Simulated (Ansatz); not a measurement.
Geometry optimisation, Ansatz, RHF/def2-SVP.

Input:

```yaml
crystal:
  periodic: [false, false, false]
  atoms:
    - { symbol: Si, position_ang: [0.258973, -0.037404, 0.028957] }
    - { symbol: O, position_ang: [0.608158, -0.09293, 1.633981] }
    - { symbol: H, position_ang: [-0.046566, -0.193421, 2.307619] }
    - { symbol: H, position_ang: [1.644489, 0.065633, -0.364659] }
    - { symbol: F, position_ang: [-0.590286, 1.265566, -0.364281] }
    - { symbol: H, position_ang: [-0.515468, -1.182844, -0.466316] }
basis:
  gaussian: { orbitals: def2-SVP }
hamiltonian:
  xc: hf
relax:
  f_tol: 0.03
  max_steps: 50
```

Run as:

```bash
$ ansatz run input.yaml --threads 1 --pin off --max-ram 2048MiB --backend cpu --events-out ev --progress --plain --runs-dir out
```

**Question.** Where does it end, and by what steps?

**Answer.** It converged. After 5 steps the energy has fallen by 0.178 eV; H4 moved furthest, 0.20 Å.

| step | energy less start (eV) | largest force component (eV/Å) | accepted |
| --- | --- | --- | --- |
| 0 | 0.0000 | 1.117 | yes |
| 1 | -0.1597 | 0.420 | yes |
| 2 | -0.1734 | 0.273 | yes |
| 3 | -0.1773 | 0.037 | yes |
| 4 | -0.1776 | 0.034 | yes |
| 5 | -0.1777 | 0.010 | yes |

```xyz
6
Properties=species:S:1:pos:R:3
Si 0.321 -0.038 0.072
O 0.561 -0.097 1.686
H -0.155 -0.189 2.295
H 1.632 0.074 -0.569
F -0.543 1.267 -0.299
H -0.456 -1.191 -0.410
```

Whether the end is a true minimum wasn't checked by a vibrational analysis.

The run took 7.5 s on 1 thread of Intel(R) Xeon(R) Platinum 8259CL CPU @ 2.50GHz (Skylake/Cascade Lake) (shared host), peak memory 0.13 GiB.
